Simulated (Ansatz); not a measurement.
Geometry optimisation, RKS B3LYP/6-31G* (Ansatz).

Input:

```yaml
crystal:
  periodic: [false, false, false]
  atoms:
    - { symbol: Al, position_ang: [0.0, 0.0, 0.0] }
    - { symbol: "N", position_ang: [0.0, 0.0, 2.27] }
    - { symbol: H, position_ang: [-0.877, -0.2713, 2.8] }
    - { symbol: H, position_ang: [0.877, 0.2713, 2.8] }
    - { symbol: C, position_ang: [1.706, 0.0, -0.985] }
    - { symbol: H, position_ang: [2.0356, -1.0462, -1.1552] }
    - { symbol: H, position_ang: [1.5695, 0.508, -1.9624] }
    - { symbol: H, position_ang: [2.4756, 0.5381, -0.3932] }
    - { symbol: H, position_ang: [-1.351, 0.0, -0.78] }
    - { symbol: H, position_ang: [-0.2326, 1.7497, 0.5865] }
    - { symbol: H, position_ang: [-0.1826, 1.3735, 1.5699] }
basis:
  gaussian: { orbitals: "6-31G*" }
hamiltonian:
  xc: b3lyp
relax:
  f_tol: 0.15
  max_steps: 25
  restrain:
    - { distance: [0, 9], at: 1.56, k: 30.0 }
    - { distance: [10, 1], at: 1.06, k: 30.0 }
    - { distance: [0, 1], at: 3.12, k: 30.0 }
    - { distance: [10, 9], at: 1.86, k: 30.0 }
output:
  orbitals: {}
```

Command:

```bash
$ ansatz run input.yaml --threads 1 --pin off --max-ram 2048MiB --backend cpu --events-out ev --progress --plain --runs-dir out
```

Question: Where does it end, and by what steps?

Answer: The forces met the threshold. The restraints hold the end off the free minimum; the threshold counts their pulls, which the force column leaves out. Restrained pairs: Al1–H10 (1.86 → 1.57 Å), N2–H11 (1.55 → 1.04 Å), Al1–N2 (2.27 → 3.11 Å), H10–H11 (1.05 → 1.87 Å). After 8 steps the energy has fallen by 1.558 eV (the restraints' own energy left out); H11 moved furthest, 0.69 Å.

```csv
step,energy less start (eV),largest force component (eV/Å),accepted
0,0.0000,2.007,yes
1,-0.0297,4.247,yes
2,-0.6570,4.444,yes
3,-0.9805,2.090,yes
4,-1.3654,1.673,yes
5,-1.4405,1.261,yes
6,-1.5299,1.085,yes
7,-1.5367,1.094,yes
8,-1.5576,0.776,yes
```

```xyz
11
Properties=species:S:1:pos:R:3
Al 0.032 0.474 -0.458
N -0.114 0.142 2.629
H -0.975 -0.089 3.118
H 0.628 0.203 3.322
C 1.770 0.058 -1.286
H 1.901 -1.025 -1.388
H 1.849 0.480 -2.300
H 2.614 0.448 -0.705
H -1.262 -0.388 -0.816
H -0.194 1.745 0.443
H -0.230 1.076 2.192
```

Time of the run: 30 s on 1 thread of Arm Neoverse V1, on a shared host, peak memory 0.14 GiB.
